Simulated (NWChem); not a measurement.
The standard entropy of N2 (nitrogen) from a frequency calculation

A linear singlet with charge 0, relaxed at B3LYP/6-311G** (NWChem 7.3.0):

```xyz
2

N     0.0000    0.0000    0.5477
N     0.0000    0.0000   -0.5477
```

Harmonic wavenumbers in cm⁻¹: 2447.

Masses in u: N 14.007. Take T = 298.15 K, p = 1 bar, R = 8.3145 J/(mol K), kT/hc = 207.22 cm⁻¹, rigid rotor and harmonic oscillator.

Question: Compute the standard molar entropy.

Answer: 
1. Translation (Sackur–Tetrode): S = R[3/2 ln M + 5/2 ln T − 1.1517] with M = 28.014 gives 150.4 J/(mol K).
2. Rotation: the moment of inertia is 8.404 u Å², so B = 16.8576/I = 2.006 cm⁻¹; σ = 2; q = kT/(σhcB) = 51.7; S = R(ln q + 1) = 41.1.
3. Vibration: with u = ν̃/207.22, each mode gives R[u/(eᵘ − 1) − ln(1 − e⁻ᵘ)]; the sum is 0.0.
4. Spin: R ln 1 = 0.0.
5. Sum: 150.4 + 41.1 + 0.0 + 0.0 = 191.5 J/(mol K).

The tabulated value is 191.6 J/(mol K) (CRC Handbook of Chemistry and Physics): the model is off by -0.1.
